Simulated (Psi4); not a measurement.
# B2NH4 (SMILES B[N]B): levels of theory compared

Wanted: a comparison of 3 runs (UTPSSh/aug-cc-pVDZ, REMP2/6-31G**) of B2NH4. 

Program for the calculation: Psi4 1.11.

2 further runs of the same task are left out: 1 that didn't finish, 1 set aside as unsound or not needed.

### Step 1. The molecule

B2NH4 has 7 atoms, charge 0, and is taken as a doublet. SMILES: `B[N]B`. The coordinates come from a PBE0-D4/def2-TZVP relaxation.

Bond lengths: B1–N2 1.364 Å, N2–B3 1.364 Å, B1–H4 1.203 Å, B1–H5 1.203 Å, B3–H6 1.203 Å, B3–H7 1.203 Å. Angles: B1–N2–B3 179.5°, N2–B1–H4 120.0°, N2–B1–H5 119.8°, N2–B3–H6 119.8°, N2–B3–H7 120.0°, H4–B1–H5 120.2°, H6–B3–H7 120.2°.

### Step 2. The energy at UTPSSh/aug-cc-pVDZ (run 1)

b2h4n.json reads:

```json
{
  "schema_name": "qcschema_input",
  "schema_version": 1,
  "molecule": {
    "schema_name": "qcschema_molecule",
    "schema_version": 2,
    "symbols": ["B", "N", "B", "H", "H", "H", "H"],
    "geometry": [-2.11063511, 0.39381892, -1.41011363, 0.01700754, -0.0317474, -0.01700754, 2.14389429, -0.43463701, 1.38384644, -2.66394692, -1.02234183, -3.10028468, -3.42834114, 2.18698004, -0.94372923, 2.68775747, 1.00797991, 3.05512023, 3.47010408, -2.22817607, 0.94580793],
    "molecular_charge": 0,
    "molecular_multiplicity": 2,
    "fix_symmetry": "c1",
    "fix_com": true,
    "fix_orientation": true
  },
  "driver": "energy",
  "model": {
    "method": "tpssh",
    "basis": "aug-cc-pVDZ"
  },
  "keywords": {
    "reference": "uks",
    "puream": true,
    "e_convergence": 1e-09,
    "d_convergence": 1e-08,
    "scf_type": "pk",
    "dft_radial_points": 99,
    "dft_spherical_points": 590,
    "maxiter": 200,
    "scf_properties": ["DIPOLE", "QUADRUPOLE", "WIBERG_LOWDIN_INDICES"]
  }
}
```

Started as:

```sh
$ psi4 --qcschema b2h4n.json -n 1 --memory 1600MB
```

stdout:

```text
[...]
  Running in c1 symmetry.
[...]
  Nuclear repulsion =   51.503670185865765
[...]
  Multiplicity = 2
[...]
  Nalpha       = 11
  Nbeta        = 10
[...]
    Number of basis functions: 105
[...]
   @UKS iter   1:  -106.52553273419505   -5.68183e-01   7.64906e-03 DIIS/ADIIS
[...]
   @UKS iter  13:  -106.86711148067222   -2.04636e-12   2.41084e-09 DIIS
[...]
   @S^2 Observed:                7.567828098E-01
[...]
  @UKS Final Energy:  -106.86711148067222
   => Energetics <=
    Nuclear Repulsion Energy =             51.5036701858657651
    One-Electron Energy =                -244.1649201139528600
    Two-Electron Energy =                 100.7432644007109701
    DFT Exchange-Correlation Energy =     -14.9491259532960896
    Empirical Dispersion Energy =           0.0000000000000000
    VV10 Nonlocal Energy =                  0.0000000000000000
    Total Energy =                       -106.8671114806722215
[...]
 Multipole Moments:
 ------------------------------------------------------------------------------------
     Multipole            Electronic (a.u.)      Nuclear  (a.u.)        Total (a.u.)
 ------------------------------------------------------------------------------------
 L = 1.  Multiply by 2.5417464519 to convert [e a0] to [Debye]
 Dipole X            :         -0.3509109            0.3509222            0.0000113
 Dipole Y            :          0.4826500           -0.4818802            0.0007698
 Dipole Z            :          0.2936146           -0.2934745            0.0001402
 Magnitude           :                                                    0.0007826
 L = 2.  Multiply by 1.3450342976 to convert [e a0^2] to [Debye ang]
 Quadrupole XX       :        -98.2455281           83.3731400          -14.8723881
 Quadrupole XY       :         18.9441586          -18.6159454            0.3282132
[...]
```

The result, in JSON:

```text
{
 "driver": "energy",
 "model": {
  "method": "tpssh",
  "basis": "aug-cc-pVDZ"
 },
 "success": true,
 "return_result": -106.86711148067222,
 "properties": {
  "calcinfo_nbasis": 105,
  "calcinfo_nmo": 105,
  "calcinfo_nalpha": 11,
  "calcinfo_nbeta": 10,
  "calcinfo_natom": 7,
  "nuclear_repulsion_energy": 51.503670185865765,
  "return_energy": -106.86711148067222,
  "scf_one_electron_energy": -244.16492011395286,
  "scf_two_electron_energy": 100.74326440071097,
  "scf_xc_energy": -14.94912595329609,
  "scf_dipole_moment": [1.1267466269948567e-05, 0.0007698468274510706, 0.00014016865304850024],
  "scf_total_energy": -106.86711148067222,
  "scf_iterations": 13
 }
}
```

Wall time 60 s (1 thread of Intel Xeon 6975P-C (Granite Rapids), shared host); peak memory 0.69 GiB.

### Step 3. A single-point energy at REMP2/6-31G(d,p) (sfX2C, density fitting for correlation, Cartesian functions) (run 2)

input.inp reads:

```
memory 1600 mb

molecule molecule1 {
  0 2
  B     -1.116900     0.208400    -0.746200
  N      0.009000    -0.016800    -0.009000
  B      1.134500    -0.230000     0.732300
  H     -1.409700    -0.541000    -1.640600
  H     -1.814200     1.157300    -0.499400
  H      1.422300     0.533400     1.616700
  H      1.836300    -1.179100     0.500500
}

set reference uhf
set scf_type direct
set freeze_core true
set cc_type df
set relativistic x2c

e_tot, wfn = energy('remp2/6-31G**', return_wfn=True)
```

Started as:

```sh
$ psi4 -n 1 input.inp input.out
```

input.out:

```text
[...]
  Running in c1 symmetry.
[...]
  Nuclear repulsion =   51.503670153265951
[...]
  Multiplicity = 2
[...]
  Nalpha       = 11
  Nbeta        = 10
[...]
    Number of basis functions: 65
[...]
   @DF-UHF iter   1:  -106.07523814373519   -1.12590e+00   5.66892e-03 DIIS/ADIIS
[...]
   @UHF iter  20:  -106.19446495651982   -1.32161e-11   9.91100e-09 DIIS
[...]
   @S^2 Observed:                7.683933079E-01
[...]
  @UHF Final Energy:  -106.19446495651982
   => Energetics <=
    Nuclear Repulsion Energy =             51.5036701532659507
    One-Electron Energy =                -244.0034755765429964
    Two-Electron Energy =                  86.3053404667572295
    Total Energy =                       -106.1944649565198233
  UHF NO Occupations:
  HONO-2 :    9  A 1.9974519
  HONO-1 :   10  A 1.9973120
[...]
 Multipole Moments:
 ------------------------------------------------------------------------------------
     Multipole            Electronic (a.u.)      Nuclear  (a.u.)        Total (a.u.)
 ------------------------------------------------------------------------------------
 L = 1.  Multiply by 2.5417464519 to convert [e a0] to [Debye]
 Dipole X            :          0.0007934           -0.0005748            0.0002186
 Dipole Y            :         -0.0165912            0.0161747           -0.0004165
 Dipole Z            :         -0.0063887            0.0057804           -0.0006083
 Magnitude           :                                                    0.0007689
[...]
	DF-SCS-MP2 Total Energy (a.u.)     :  -106.50300699998418
	DF-SOS-MP2 Total Energy (a.u.)     :  -106.50577438231663
	DF-SCSN-MP2 Total Energy (a.u.)    :  -106.30629269843578
[...]
	DF-MP2 Total Energy (a.u.)         :  -106.49747223531926
[...]
```

It took 4.5 s on 1 thread of Intel Xeon 6975P-C (Granite Rapids), shared host; peak memory 0.22 GiB.

### Step 4. A single-point energy at REMP2/6-31G(d,p) (sfX2C, density fitting, density fitting for correlation, Cartesian functions) (run 3)

b2h4n.xyz reads:

```xyz
7
B2H4N
B     -1.116900     0.208400    -0.746200
N      0.009000    -0.016800    -0.009000
B      1.134500    -0.230000     0.732300
H     -1.409700    -0.541000    -1.640600
H     -1.814200     1.157300    -0.499400
H      1.422300     0.533400     1.616700
H      1.836300    -1.179100     0.500500
```

run.py reads:

```python
import psi4

psi4.set_memory('1600 MB')
psi4.set_num_threads(1)
psi4.core.set_output_file('b2h4n.out', False)

with open('b2h4n.xyz') as f:
    atoms = ''.join(f.readlines()[2:])
mol = psi4.geometry('0 2\n' + atoms + '')

psi4.set_options({
    'reference': 'uhf',
    'scf_type': 'df',
    'freeze_core': True,
    'cc_type': 'df',
    'relativistic': 'x2c',
})

E, wfn = psi4.energy("remp2/6-31G**", molecule=mol, return_wfn=True)
print('E =', round(E, 9))
for k, v in sorted(psi4.core.scalar_variables().items()):
    print(f'{k:45s} {v:18.10f}')
```

Started as:

```sh
$ python run.py
```

b2h4n.out:

```text
[...]
  Running in c1 symmetry.
[...]
  Nuclear repulsion =   51.503670153265951
[...]
  Multiplicity = 2
[...]
  Nalpha       = 11
  Nbeta        = 10
[...]
    Number of basis functions: 65
[...]
   @DF-UHF iter   1:  -106.07523814373421   -1.12590e+00   5.66892e-03 DIIS/ADIIS
[...]
   @DF-UHF iter  13:  -106.19436770882464   -3.33955e-12   4.90394e-09 DIIS
[...]
   @S^2 Observed:                7.684003139E-01
[...]
  @DF-UHF Final Energy:  -106.19436770882464
   => Energetics <=
    Nuclear Repulsion Energy =             51.5036701532659507
    One-Electron Energy =                -244.0031081769014918
    Two-Electron Energy =                  86.3050703148109051
    Total Energy =                       -106.1943677088246432
  UHF NO Occupations:
  HONO-2 :    9  A 1.9974538
  HONO-1 :   10  A 1.9973065
[...]
 Multipole Moments:
 ------------------------------------------------------------------------------------
     Multipole            Electronic (a.u.)      Nuclear  (a.u.)        Total (a.u.)
 ------------------------------------------------------------------------------------
 L = 1.  Multiply by 2.5417464519 to convert [e a0] to [Debye]
 Dipole X            :          0.0007930           -0.0005748            0.0002182
 Dipole Y            :         -0.0165870            0.0161747           -0.0004123
 Dipole Z            :         -0.0063870            0.0057804           -0.0006067
 Magnitude           :                                                    0.0007653
[...]
	DF-SCS-MP2 Total Energy (a.u.)     :  -106.50285212836226
	DF-SOS-MP2 Total Energy (a.u.)     :  -106.50562115734674
	DF-SCSN-MP2 Total Energy (a.u.)    :  -106.30616402103256
[...]
	DF-MP2 Total Energy (a.u.)         :  -106.49731407039333
[...]
```

The script printed:

```text
E = -106.533209508
CURRENT CORRELATION ENERGY                         -0.3388417989
CURRENT ENERGY                                   -106.5332095077
CURRENT REFERENCE ENERGY                         -106.1943677088
DD SOLVATION ENERGY                                 0.0000000000
HF KINETIC ENERGY                                 105.9776950649
HF POTENTIAL ENERGY                              -212.1720627737
HF TOTAL ENERGY                                  -106.1943677088
HF VIRIAL RATIO                                     2.0020445118
MP2 CORRELATION ENERGY                             -0.3029463616
MP2 DOUBLES ENERGY                                 -0.3029463616
MP2 OPPOSITE-SPIN CORRELATION ENERGY               -0.2394257296
MP2 SAME-SPIN CORRELATION ENERGY                   -0.0635206319
MP2 SINGLES ENERGY                                  0.0000000000
MP2 TOTAL ENERGY                                 -106.4973140704
NUCLEAR REPULSION ENERGY                           51.5036701533
ONE-ELECTRON ENERGY                              -244.0031081769
PCM POLARIZATION ENERGY                             0.0000000000
PE ENERGY                                           0.0000000000
REMP2 CORRELATION ENERGY                           -0.3388417989
REMP2 DOUBLES ENERGY                               -0.3388417989
REMP2 OPPOSITE-SPIN CORRELATION ENERGY             -0.2763817083
REMP2 SAME-SPIN CORRELATION ENERGY                 -0.0624600906
REMP2 SINGLES ENERGY                                0.0000000000
REMP2 TOTAL ENERGY                               -106.5332095077
SCF ITERATION ENERGY                             -106.1943677088
SCF ITERATIONS                                     13.0000000000
SCF TOTAL ENERGY                                 -106.1943677088
SCS(N)-MP2 CORRELATION ENERGY                      -0.1117963122
SCS(N)-MP2 TOTAL ENERGY                          -106.3061640210
SCS-MP2 CORRELATION ENERGY                         -0.3084844195
SCS-MP2 TOTAL ENERGY                             -106.5028521284
SOS-MP2 CORRELATION ENERGY                         -0.3112534485
SOS-MP2 TOTAL ENERGY                             -106.5056211573
TWO-ELECTRON ENERGY                                86.3050703148
```

Wall time 3.6 s (1 thread of Intel Xeon 6975P-C (Granite Rapids), shared host); peak memory 0.22 GiB.

### Step 5. All runs side by side

```tsv
run	level	integrals	Cartesian functions	energy (Eh)	HOMO energy (eV)	LUMO energy (eV)	⟨S²⟩	wall time
1	UTPSSh/aug-cc-pVDZ	pk	no	-106.867111	-6.58	-3.54	0.757	60 s
2	REMP2/6-31G** (sfX2C, density fitting for correlation, Cartesian functions)	direct	yes	-106.533374	-11.01	2.29	0.768	4.5 s
3	REMP2/6-31G** (sfX2C, density fitting, density fitting for correlation, Cartesian functions)	df	yes	-106.533210	-11.01	2.29	0.768	3.6 s
```

### Step 6. Summary of results

| quantity | value |
| --- | --- |
| run 3: total energy | -106.53321 Eh |
| run 3: HOMO energy (Hartree–Fock orbitals) (highest over α and β) | -11.01 eV |
| run 3: LUMO energy (Hartree–Fock orbitals) (lowest over α and β) | 2.29 eV |
| run 3: correlation energy (3 core orbitals frozen) | -338.8 mEh |
| run 3: ⟨S²⟩ of the reference determinant | 0.768 |

All runs together took 68 s, the longest 60 s.
